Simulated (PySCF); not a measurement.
## Atomic charges against the basis set

Species: BH5P2.
Structure used (PBE0-D3(BJ)/def2-SVP), in Å, numbered top down from 1:
```
atom  x, y, z in Å
B1     1.4514    0.2620   -0.0919
P2     0.0869   -0.6902    0.7095
P3    -1.8493   -0.2941   -0.2694
H4     1.2678    1.4187   -0.3832
H5     2.5469   -0.2384   -0.1653
H6     0.3070   -2.0527    0.3849
H7    -1.4684    0.9412   -0.8725
H8    -2.4714    0.3417    0.8483
```

PBE0 throughout (PySCF), one geometry, spherical d and f functions. The structure is a single PBE0-D3(BJ)/def2-SVP conformer in the gas phase; no vibrational or solvent corrections. Atoms taken as equivalent share a column and are averaged.

Mulliken charges (e):

| basis | functions | B1 | P2 | P3 | H4/H5 | H6 | H7/H8 |
| --- | --- | --- | --- | --- | --- | --- | --- |
| STO-3G | 28 | -0.056 | +0.141 | +0.203 | -0.050 | -0.051 | -0.069 |
| 6-31G | 45 | -0.082 | -0.038 | -0.003 | +0.016 | +0.039 | +0.026 |
| pcSseg-0 | 45 | -0.101 | -0.280 | -0.181 | +0.079 | +0.154 | +0.124 |
| 6-31G* | 60 | -0.088 | -0.087 | -0.075 | +0.031 | +0.067 | +0.060 |
| cc-pVDZ | 75 | -0.082 | -0.049 | -0.050 | +0.011 | +0.058 | +0.050 |
| def2-SVP | 75 | -0.063 | -0.076 | -0.002 | +0.014 | +0.049 | +0.032 |
| aug-cc-pVDZ | 122 | -1.098 | -0.541 | -0.876 | +0.598 | +0.461 | +0.429 |
| 6-311+G(2d,p) | 127 | -0.278 | +0.190 | -0.161 | +0.013 | +0.061 | +0.081 |
| def2-TZVP | 135 | -0.097 | -0.080 | -0.166 | +0.032 | +0.088 | +0.096 |
| cc-pVTZ | 168 | -0.140 | -0.021 | -0.070 | +0.036 | +0.054 | +0.053 |
| IGLO-III | 173 | +0.003 | +0.081 | +0.124 | -0.042 | -0.038 | -0.043 |

IAO charges (e):

| basis | functions | B1 | P2 | P3 | H4/H5 | H6 | H7/H8 |
| --- | --- | --- | --- | --- | --- | --- | --- |
| STO-3G | 28 | -0.195 | +0.162 | +0.143 | -0.002 | -0.023 | -0.042 |
| 6-31G | 45 | -0.234 | +0.085 | -0.009 | +0.036 | +0.039 | +0.023 |
| pcSseg-0 | 45 | -0.246 | +0.075 | -0.022 | +0.037 | +0.054 | +0.033 |
| 6-31G* | 60 | -0.225 | +0.122 | +0.043 | +0.029 | +0.008 | -0.003 |
| cc-pVDZ | 75 | -0.247 | +0.130 | +0.035 | +0.033 | +0.011 | +0.002 |
| def2-SVP | 75 | -0.241 | +0.135 | +0.043 | +0.029 | +0.009 | -0.002 |
| aug-cc-pVDZ | 122 | -0.245 | +0.127 | +0.029 | +0.034 | +0.013 | +0.005 |
| 6-311+G(2d,p) | 127 | -0.251 | +0.139 | +0.044 | +0.034 | +0.006 | -0.002 |
| def2-TZVP | 135 | -0.251 | +0.140 | +0.046 | +0.034 | +0.004 | -0.003 |
| cc-pVTZ | 168 | -0.248 | +0.134 | +0.039 | +0.034 | +0.008 | 0.000 |
| IGLO-III | 173 | -0.254 | +0.141 | +0.048 | +0.034 | +0.005 | -0.003 |

Hirshfeld charges (e):

| basis | functions | B1 | P2 | P3 | H4/H5 | H6 | H7/H8 |
| --- | --- | --- | --- | --- | --- | --- | --- |
| STO-3G | 28 | +0.040 | +0.076 | +0.136 | -0.078 | -0.021 | -0.038 |
| 6-31G | 45 | +0.044 | -0.002 | +0.041 | -0.048 | +0.012 | 0.000 |
| pcSseg-0 | 45 | +0.036 | +0.024 | +0.050 | -0.056 | +0.010 | -0.004 |
| 6-31G* | 60 | +0.052 | -0.003 | +0.038 | -0.047 | +0.008 | -0.001 |
| cc-pVDZ | 75 | +0.042 | +0.023 | +0.055 | -0.053 | +0.002 | -0.008 |
| def2-SVP | 75 | +0.038 | +0.031 | +0.059 | -0.055 | +0.001 | -0.009 |
| aug-cc-pVDZ | 122 | +0.043 | +0.022 | +0.053 | -0.051 | +0.001 | -0.008 |
| 6-311+G(2d,p) | 127 | +0.045 | +0.020 | +0.056 | -0.052 | +0.001 | -0.009 |
| def2-TZVP | 135 | +0.044 | +0.020 | +0.052 | -0.052 | +0.001 | -0.007 |
| cc-pVTZ | 168 | +0.044 | +0.022 | +0.052 | -0.052 | +0.001 | -0.007 |
| IGLO-III | 173 | +0.039 | +0.029 | +0.058 | -0.054 | -0.001 | -0.009 |

ESP-fitted charges (e):

```csv
basis,functions,B1,P2,P3,H4/H5,H6,H7/H8
STO-3G,28,+0.237,-0.107,-0.107,-0.130,+0.082,+0.078
6-31G,45,+0.225,-0.296,-0.285,-0.078,+0.182,+0.166
pcSseg-0,45,+0.268,-0.328,-0.323,-0.092,+0.200,+0.183
6-31G*,60,+0.172,-0.242,-0.211,-0.064,+0.151,+0.129
cc-pVDZ,75,+0.115,-0.193,-0.180,-0.051,+0.135,+0.112
def2-SVP,75,+0.137,-0.206,-0.192,-0.058,+0.140,+0.119
aug-cc-pVDZ,122,+0.136,-0.191,-0.161,-0.059,+0.129,+0.103
"6-311+G(2d,p)",127,+0.119,-0.190,-0.165,-0.054,+0.132,+0.106
def2-TZVP,135,+0.127,-0.185,-0.160,-0.057,+0.128,+0.102
cc-pVTZ,168,+0.126,-0.181,-0.159,-0.057,+0.125,+0.101
IGLO-III,173,+0.112,-0.178,-0.142,-0.053,+0.123,+0.096
```

Some averages cover members that differ in this geometry, most widely: H4/H5, Mulliken in aug-cc-pVDZ +0.582 to +0.614; H7/H8, Mulliken in aug-cc-pVDZ +0.415 to +0.443 e.

**Question.** Which scheme is steadiest as the basis changes?

**Answer.** Largest range over the bases for any column: Hirshfeld 0.10 e, IAO 0.17 e, ESP-fitted 0.22 e, Mulliken 1.10 e. Hirshfeld charges move least and Mulliken charges most, counted in e. Without the minimal STO-3G basis the ranges are Hirshfeld 0.03, IAO 0.07, ESP-fitted 0.18, Mulliken 1.10 e.

**Question.** How much do the charges still move between the two largest bases, cc-pVTZ and IGLO-III?

**Answer.** At most, over all atoms: Mulliken 0.194 e, IAO 0.009 e, Hirshfeld 0.008 e, ESP-fitted 0.017 e.

**Question.** What do the same runs give for the total energy, the frontier levels and the dipole moment?

**Answer.** 
```csv
basis,energy (Eh),HOMO (eV),LUMO (eV),μ (D)
STO-3G,-702.2125,-4.07,1.92,1.18
6-31G,-710.1205,-7.06,-1.71,0.60
pcSseg-0,-709.3514,-7.26,-1.98,0.66
6-31G*,-710.1892,-7.04,-1.67,0.51
cc-pVDZ,-710.2346,-7.05,-1.77,0.54
def2-SVP,-709.9995,-7.08,-1.81,0.55
aug-cc-pVDZ,-710.2396,-7.12,-1.92,0.53
"6-311+G(2d,p)",-710.2607,-7.13,-1.94,0.55
def2-TZVP,-710.2650,-7.12,-1.91,0.55
cc-pVTZ,-710.2718,-7.12,-1.89,0.54
IGLO-III,-710.2638,-7.09,-1.87,0.63
```

The dipole is fixed by the density alone, so its range of 0.67 D shows that the density itself changes with the basis, not only its division among atoms.
